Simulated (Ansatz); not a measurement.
Saddle point of CH9NSi, singlet (SiNH₅ ([NH2][SiH3]) + CH₄ → CH₇NSi ([CH3][SiH2][NH2]) + H₂; bonds formed: Si1–C7, H2–H6; bonds broken: Si1–H2, H6–C7), PBE0-D4/def2-TZVP structure:

```
12
angstrom
Si 0.4483 -0.2195 -0.3859
H 0.6620 -1.7017 0.3703
H -0.5799 -0.9394 -1.1908
H 1.5036 0.2517 0.5566
N 0.8309 0.9156 -1.6147
H -0.1071 -1.1309 0.8982
C -0.9645 -0.0673 1.1964
H 0.3708 0.9401 -2.5109
H 1.5523 1.6127 -1.5200
H -0.6111 0.0732 2.2194
H -1.8795 -0.6617 1.1655
H -1.2258 0.9272 0.8160
```

Energies are electronic, without zero-point energy. Barriers and step energies count from the start structure reached by relaxing down the imaginary mode; all methods use the PBE0-D4 structures, on which another method's saddle can fall below an end. Program: Ansatz 0.2.0. Basis: def2-TZVPP, with def2-QZVPP for the basis limit. Cores are frozen in the correlated methods. B3LYP uses VWN-RPA correlation. Extrapolation: Hartree–Fock as exp(−7.88 √X), correlation as X^−2.97.

```json
{"method": "SPW92", "barrier (kcal/mol)": "51.05", "step energy (kcal/mol)": "5.18"}
{"method": "PBE-D4", "barrier (kcal/mol)": "60.88", "step energy (kcal/mol)": "5.39"}
{"method": "BLYP-D4", "barrier (kcal/mol)": "68.78", "step energy (kcal/mol)": "6.11"}
{"method": "r2SCAN-D4", "barrier (kcal/mol)": "65.16", "step energy (kcal/mol)": "5.64"}
{"method": "B97M-V", "barrier (kcal/mol)": "?", "step energy (kcal/mol)": "7.10"}
{"method": "PBE0-D4", "barrier (kcal/mol)": "66.04", "step energy (kcal/mol)": "5.99"}
{"method": "B3LYP-D4", "barrier (kcal/mol)": "?", "step energy (kcal/mol)": "6.70"}
{"method": "r2SCAN0-D4", "barrier (kcal/mol)": "68.71", "step energy (kcal/mol)": "6.08"}
{"method": "BHLYP-D4", "barrier (kcal/mol)": "?", "step energy (kcal/mol)": "7.62"}
{"method": "CAM-B3LYP-D4", "barrier (kcal/mol)": "74.03", "step energy (kcal/mol)": "7.13"}
{"method": "wB97X-V", "barrier (kcal/mol)": "72.95", "step energy (kcal/mol)": "6.44"}
{"method": "wB97M-V", "barrier (kcal/mol)": "70.89", "step energy (kcal/mol)": "5.83"}
{"method": "B2PLYP", "barrier (kcal/mol)": "74.34", "step energy (kcal/mol)": "7.07"}
{"method": "PBE-QIDH", "barrier (kcal/mol)": "70.75", "step energy (kcal/mol)": "6.17"}
{"method": "RPA on PBE", "barrier (kcal/mol)": "74.81", "step energy (kcal/mol)": "7.06"}
{"method": "HF", "barrier (kcal/mol)": "96.62", "step energy (kcal/mol)": "10.58"}
{"method": "MP2", "barrier (kcal/mol)": "72.30", "step energy (kcal/mol)": "5.39"}
{"method": "CCSD", "barrier (kcal/mol)": "77.43", "step energy (kcal/mol)": "7.30"}
{"method": "CCSD(T)", "barrier (kcal/mol)": "74.01", "step energy (kcal/mol)": "6.54"}
```

Question: Fill in the withheld barriers. (Judge from chemistry; the value comes from the calculation.)

Answer: The calculation gives: B97M-V 67.99; BHLYP-D4 78.81; B3LYP-D4 72.30 kcal/mol. Each is the energy of the saddle less that of the start structure, by the same method.

For comparison, the barrier by CCSD(T) at an estimated basis limit (MP2 extrapolated from triple and quadruple zeta, plus CCSD(T) − MP2 in triple zeta) is 72.86 kcal/mol.

The T1 diagnostic stays at or below 0.012.

Labels in which every atom is bracketed show which atoms are joined, not bond orders.

For scale, one of the runs: CCSD(T)/def2-TZVPP, 230 basis functions, launched by `ansatz run in.yaml --threads 4 --pin off --events-out ev --progress --plain --max-ram 9574MiB`. The run took 44 s on 4 CPU threads of an Arm Neoverse V2 (shared host), with 3.9 GiB of host memory at its peak.
